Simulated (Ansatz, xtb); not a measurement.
# Two isomers of C4H6N2

Structure I: `Cc1cn[nH]c1`, a singlet. Structure II: `CC1=NCC=N1`, a singlet. Both are isolated molecules in the gas phase, relaxed with PBE-D3(BJ)/def2-SVP.

Q: Estimate which is lower in electronic energy at CCSD(T)/def2-SVP + ΔMP2/def2-TZVPP, and by roughly how much.

A: Too close to call at this level: CCSD(T)/def2-SVP + ΔMP2/def2-TZVPP gives E(II) − E(I) = −0.24 kcal/mol.

The same difference at several levels:

| level | geometry | E(II) − E(I) (kcal/mol) | departure from the last row (kcal/mol) | job, with rough time for the two |
| --- | --- | --- | --- | --- |
| GFN2-xTB | GFN2-xTB | +4.60 | +4.83 | optimisation, 0.097 s |
| HF/STO-3G | GFN2-xTB | −1.00 | −0.77 | single point, 0.28 s |
| r2SCAN-D4/def2-SVP | GFN2-xTB | +5.69 | +5.93 | single point, 2 s |
| PBE-D3(BJ)/def2-SVP | PBE-D3(BJ)/def2-SVP | +6.63 | +6.87 | optimisation, 11 s |
| HF/def2-SVP | PBE-D3(BJ)/def2-SVP | −3.30 | −3.06 | part of the CCSD(T) run |
| MP2/def2-SVP | PBE-D3(BJ)/def2-SVP | +6.19 | +6.42 | part of the CCSD(T) run |
| CCSD(T)/def2-SVP | PBE-D3(BJ)/def2-SVP | +1.00 | +1.24 | single point |
| CCSD(T)/def2-SVP + ΔMP2/def2-TZVPP | PBE-D3(BJ)/def2-SVP | −0.24 |  | single point, 22 s |

As drawn, II has 1 C–C, 2 C=N, 2 C–N, 1 C–H in place of 2 C∷C, 2 C∷N, 1 N∷N, 1 N–H (∷ is an aromatic bond). Structure I has a 5-membered ring (with an aromatic ring), II a 5-membered ring.

The largest departure from CCSD(T)/def2-SVP + ΔMP2/def2-TZVPP is that of PBE-D3(BJ)/def2-SVP, 6.87 kcal/mol. The last row adds to CCSD(T) the change of the MP2 difference between the two basis sets, here −1.24 kcal/mol.

With thermal terms from frequencies at re-optimised GFN2-xTB minima (ideal gas, soft modes damped towards free rotors, one conformer each, 298.15 K, 1 atm): the zero-point term adds −1.11 kcal/mol; ΔH is −1.35 and ΔG −1.26 kcal/mol.

The correlated steps freeze 6 core orbitals. Codes used: Ansatz 0.2.0, xtb 6.7.1; the last row on 2 threads of Intel(R) Xeon(R) 6975P-C (Granite Rapids) on a shared host.
